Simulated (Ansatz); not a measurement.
# Molecular dynamics, step by step

CH$_{4}$NO (SMILES [NH-]CO) (charge -1), singlet, PBE0-D4/def2-SVPD (Ansatz 0.2.0). Settings (timestep in fs, temperature in K; T counts 15 degrees of freedom):

```yaml
hamiltonian: {xc: pbe0, dispersion: d4}
md: {n_steps: 80, timestep: 0.75, temperature: 300, ensemble: nvt_nose_hoover, seed: 19, initial_velocities: maxwell_boltzmann}
```

Start (the SMILES describes the start alone):

```xyz
7
angstrom
N -0.7151 -0.6386 -0.5423
C 0.0284 0.3091 0.0952
O 1.2268 -0.3147 0.5743
H -1.5869 -0.2110 -0.8861
H 0.3992 1.2347 -0.5300
H -0.4349 0.8364 1.0353
H 1.0826 -1.2160 0.2536
```

```tsv
step	time (fs)	potential energy less the start (meV)	kinetic energy (meV)	T (K)
0	0.00	0.0	193.9	300
5	3.75	54.5	139.4	216
10	7.50	88.1	106.5	165
15	11.25	10.8	183.6	284
20	15.00	-2.0	196.8	305
25	18.75	46.4	149.6	231
30	22.50	-41.4	237.0	367
35	26.25	-132.8	328.9	509
40	30.00	-115.4	312.0	483
45	33.75	-103.2	299.6	463
50	37.50	-182.1	377.1	583
55	41.25	-221.4	413.4	640
60	45.00	-101.2	290.9	450
65	48.75	-21.7	209.3	324
70	52.50	-32.0	216.5	335
75	56.25	2.7	179.8	278
80	60.00	-42.3	223.0	345
```

Step 20, positions (Å) and forces (eV/Å):

```tsv
atom	x	y	z	Fx	Fy	Fz
N1	-0.725	-0.667	-0.518	0.242	0.787	0.765
C2	0.026	0.371	0.112	0.325	-1.119	-0.014
O3	1.226	-0.332	0.569	-0.047	0.138	-0.231
H4	-1.388	-0.313	-1.193	-0.145	0.268	-0.400
H5	0.404	1.217	-0.551	-0.489	-0.118	0.305
H6	-0.354	0.804	1.097	-0.189	0.200	-0.537
H7	0.982	-1.136	0.066	0.304	-0.155	0.111
```

Step 35, positions (Å) and forces (eV/Å):

| atom | x | y | z | Fx | Fy | Fz |
| --- | --- | --- | --- | --- | --- | --- |
| N1 | -0.765 | -0.642 | -0.492 | -0.598 | 0.262 | -0.094 |
| C2 | 0.026 | 0.326 | 0.128 | -0.150 | 0.864 | -0.667 |
| O3 | 1.232 | -0.323 | 0.556 | 0.781 | 0.277 | 0.717 |
| H4 | -0.978 | -0.329 | -1.438 | -0.002 | -0.084 | -0.039 |
| H5 | 0.340 | 1.205 | -0.547 | -0.186 | -0.512 | 0.236 |
| H6 | -0.405 | 0.891 | 1.035 | 0.326 | -0.770 | -0.171 |
| H7 | 1.134 | -1.136 | 0.036 | -0.171 | -0.036 | 0.017 |

Step 50, positions (Å) and forces (eV/Å):

```json
{"atom": "N1", "x": "-0.853", "y": "-0.592", "z": "-0.500", "Fx": "0.505", "Fy": "-0.319", "Fz": "-1.019"}
{"atom": "C2", "x": "0.016", "y": "0.292", "z": "0.106", "Fx": "-1.027", "Fy": "0.555", "Fz": "1.018"}
{"atom": "O3", "x": "1.293", "y": "-0.306", "z": "0.574", "Fx": "0.445", "Fy": "-0.076", "Fz": "-0.575"}
{"atom": "H4", "x": "-0.558", "y": "-0.582", "z": "-1.498", "Fx": "-0.512", "Fy": "-0.187", "Fz": "0.409"}
{"atom": "H5", "x": "0.246", "y": "1.190", "z": "-0.558", "Fx": "0.355", "Fy": "-0.278", "Fz": "0.725"}
{"atom": "H6", "x": "-0.412", "y": "0.610", "z": "1.111", "Fx": "0.143", "Fy": "0.382", "Fz": "-0.750"}
{"atom": "H7", "x": "1.206", "y": "-1.148", "z": "0.103", "Fx": "0.091", "Fy": "-0.077", "Fz": "0.191"}
```

Last step (80):

```tsv
atom	x (Å)	y (Å)	z (Å)
N1	-0.9186	-0.5386	-0.5523
C2	-0.0871	0.2666	0.1205
O3	1.4281	-0.3100	0.5588
H4	-0.4201	-0.7921	-1.4263
H5	0.2552	1.1593	-0.4573
H6	-0.5987	0.5566	1.0895
H7	1.2319	-1.2370	0.7514
```

Hardware: 2 CPU threads of an Arm Neoverse N1, shared host. Wall time about 2.4 min.
